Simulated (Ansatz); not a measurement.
C2H8N2O (`NCNCO`) at its PBE0-D4/def2-TZVP geometry, where that method's forces vanish. Total charge 0; spin multiplicity 1.

```xyz
13

N     0.3056   -1.6237    0.3644
C     0.1602   -0.3687    1.0888
N    -0.7264    0.5625    0.4414
C    -0.1985    1.2697   -0.6745
O     0.3093    0.4818   -1.7499
H     0.7545   -2.3219    0.9445
H     0.8769   -1.4808   -0.4598
H     1.1091    0.1650    1.2471
H    -0.2443   -0.6065    2.0770
H    -1.6153    0.1241    0.2350
H     0.6607    1.8593   -0.3464
H    -0.9700    1.9559   -1.0413
H    -0.4217   -0.0167   -2.1263
```

**Question.** What forces (eV/Å) does B3LYP-D4/def2-TZVPP give on these atoms in Ansatz 0.2.0? (Best estimate.)

**Answer.** Computed: 
```
N1   0.079 -0.208 -0.116
C2   0.113  0.091  0.360
N3  -0.216  0.009  0.042
C4  -0.030  0.470  0.100
O5   0.097 -0.175 -0.259
H6   0.000 -0.025 -0.012
H7  -0.010 -0.045 -0.005
H8  -0.046 -0.038  0.002
H9   0.032  0.007 -0.049
H10 -0.021  0.019  0.011
H11 -0.053 -0.027 -0.026
H12  0.049 -0.035  0.011
H13  0.006 -0.044 -0.059
```

B3LYP here is the variant with VWN-RPA as its local correlation; programs differ in this.
